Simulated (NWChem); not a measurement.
A series in which one site is exchanged, each optimised at PBE0/def2-SVP with NWChem, gas phase unless a solvent is named. 

A: [LiH] (LiH; site = H)
B: [F][Li] (LiF; site = F)
C: [Li][Li] (Li2; site = Li)
D: [Li][Cl] (LiCl; site = Cl)

Rank them by vertical ionisation energy, ΔSCF, PBE/def2-SVP (eV), lowest first.

C (5.22), A (8.00), D (9.90), B (11.51)
